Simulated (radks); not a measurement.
# F²⁺ in [He] 2s1 2p3 3d1: an all-electron calculation

One table from this session's results is given with a row withheld; the runs are named, their logs left out.

Method: non-relativistic Kohn-Sham, TASK exchange with Perdew-Wang LDA correlation, spin-unpolarised, spherical densities, point nucleus. Code: radks (a radial shooting solver on a logarithmic mesh, Libxc functionals) version 1.

### Starting point

```
element       : fluorine (Z = 9)
charge        : +2
electrons     : 7
configuration : [He] 2s1 2p3 3d1
```

The outer shells:

F²⁺
```
[He] core
2s [↑ ]
2p [↑ ][↑ ][↑ ]
3d [↑ ][  ][  ][  ][  ]
```

Set-up of the first run:

Settings of this run:

```text
Z 9
configuration [He] 2s1 2p3 3d1 3s0 3p0
relativity non-relativistic
functional task,pw
spin unpolarised
nucleus point
```

Steps of the session up to this table: Self-consistent calculation.

One table of the session follows, with a row left open; its other results are not shown here.

It belongs to the step «Shells». From the orbitals of this run (lengths in bohr):

| level | <r> | outermost maximum (interpolated) | 90 % within | nodes |
| --- | --- | --- | --- | --- |
| 1s | ? | ? | ? | ? |
| 2s | 0.8800 | 0.722 | 1.37 | 1 |
| 2p | 0.8391 | 0.638 | 1.38 | 0 |
| 3s | 3.007 | 2.68 | 4.38 | 2 |
| 3p | 3.306 | 2.95 | 4.84 | 1 |
| 3d | 3.699 | 3.29 | 5.58 | 0 |

**Question.** Estimate the row for 1s.

**Answer.** <r>: 0.1764; outermost maximum (interpolated): 0.114; 90 % within: 0.316; nodes: 0. In the column «<r>» it is the lowest.
